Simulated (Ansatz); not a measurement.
A nudged elastic band was laid between two geometries of C2H6B (9 atoms, charge 0, multiplicity 2).

Method: UKS PBE0/def2-SVP (Ansatz 0.2.0).

```json
{
 "movable images": "5",
 "climbing image": "yes",
 "spring": "5.0 eV/Å²",
 "optimiser": "quadratic models (default)",
 "start path": "IDPP",
 "force threshold": "0.05 eV/Å",
 "iteration limit": "60",
 "end points": "relaxed"
}
```

Image 0:

```xyz
9
Properties=species:S:1:pos:R:3
B -1.426 0.526 -0.620
C 0.073 0.339 -0.299
C 0.509 -0.735 0.691
H -1.911 1.324 -1.389
H 0.575 0.211 -1.282
H 0.416 1.347 0.023
H 1.601 -0.746 0.833
H 0.206 -1.736 0.349
H 0.045 -0.577 1.677
```

Image 6:

```xyz
9
Properties=species:S:1:pos:R:3
B -1.161 0.922 -0.836
C 0.231 0.575 -0.269
C 0.378 -0.659 0.622
H -2.106 0.192 -1.039
H 0.768 0.416 -1.236
H 0.739 1.455 0.162
H 1.434 -0.876 0.849
H -0.053 -1.553 0.146
H -0.141 -0.518 1.583
```

(1) Which bonds break or form, and what moves?

(2) Give the energies along the band, and the barrier.

(3) What is the geometry of the highest image?

(4) What are the harmonic wavenumbers there?

## Answers

(1) No bond is made or broken. The dihedral H4–B1–C2–C3 goes from -179 to -25°.

(2) The run converged. The highest image is number 4 of 0 to 6, 8.9 kJ/mol above the first end and 6.8 kJ/mol above the last; the last end lies 2.1 kJ/mol above the first. A vibrational analysis at the climbing image gives one clearly imaginary mode, 236i cm⁻¹: a first-order saddle point.

```csv
image,path coordinate (Å),energy (kJ/mol),dihedral H4–B1–C2–C3 (°)
0,0.00,0.0,-179
1,0.25,1.2,-161
2,0.51,4.5,-143
3,0.76,7.7,-126
4,1.01,8.9,-107
5,1.41,7.6,-68
6,1.80,2.1,-25
```

(3) 
```xyz
9
Properties=species:S:1:pos:R:3:forces:R:3
B -1.294 0.831 -0.479 -0.01 -0.01 0.01
C 0.213 0.516 -0.282 0.01 -0.02 0.00
C 0.397 -0.710 0.631 -0.01 0.02 -0.01
H -2.009 0.675 -1.443 0.01 0.00 0.00
H 0.731 0.345 -1.244 0.00 0.00 0.00
H 0.702 1.384 0.197 0.00 0.01 0.00
H 1.466 -0.926 0.783 0.00 0.00 0.00
H -0.059 -1.614 0.200 0.00 0.00 0.00
H -0.058 -0.549 1.620 0.00 0.00 0.00
```

(4) 236i, 224, 342, 674, 819, 918, 975, 1025, 1064, 1231, 1281, 1386, 1426, 1472, 1479, 2623, 3027, 3057, 3083, 3147, 3156 cm⁻¹.

Run time: 2.8 min on 1 thread of Arm Neoverse V1, with other jobs on the host, peak memory 0.16 GiB.
